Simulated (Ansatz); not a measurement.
## hcp Lu: properties by level of theory

Reference values: lattice constant a 3.505 Å (measured, 293 K, no zero-point or thermal correction; as tabulated in Wikipedia's data pages); lattice parameter c 5.549 Å (measured, 293 K, not corrected to a static lattice, sources range from 5.549 to 5.563; as tabulated in Wikipedia's data pages).

```json
[
 {"level (code)": "LDA (Ansatz)", "lattice constant a (Å)": "3.382", "lattice parameter c (Å)": "5.246"},
 {"level (code)": "PBE (Ansatz)", "lattice constant a (Å)": "3.507", "lattice parameter c (Å)": "5.463"},
 {"level (code)": "PBE+SOC (Ansatz)", "lattice constant a (Å)": "3.498", "lattice parameter c (Å)": "5.455"},
 {"level (code)": "PBE-D4 (Ansatz)", "lattice constant a (Å)": "3.482", "lattice parameter c (Å)": "5.439"},
 {"level (code)": "r²SCAN-D4 (Ansatz)", "lattice constant a (Å)": "3.497", "lattice parameter c (Å)": "5.459"},
 {"level (code)": "HSE06 (Ansatz)", "lattice constant a (Å)": "3.555", "lattice parameter c (Å)": "5.574"}
]
```

Differences from the reference values (errors of the level alone only where the reference is corrected to a static lattice):

| level | lattice constant a (%) | lattice parameter c (%) |
|---|---|---|
| LDA | -3.51 | -5.46 |
| PBE | +0.06 | -1.55 |
| PBE+SOC | -0.20 | -1.69 |
| PBE-D4 | -0.66 | -1.98 |
| r²SCAN-D4 | -0.23 | -1.62 |
| HSE06 | +1.43 | +0.45 |

Nearest: lattice constant a, not ranked (reference at room or unstated temperature); lattice parameter c, not ranked (reference at room or unstated temperature).

Ansatz's density-functional and Hartree–Fock values are scalar-relativistic unless marked +SOC, with PAW data made under PBE.

Differences are worked out from the printed values.

Computed values are for the static lattice.

Ansatz is a program for electronic structure.
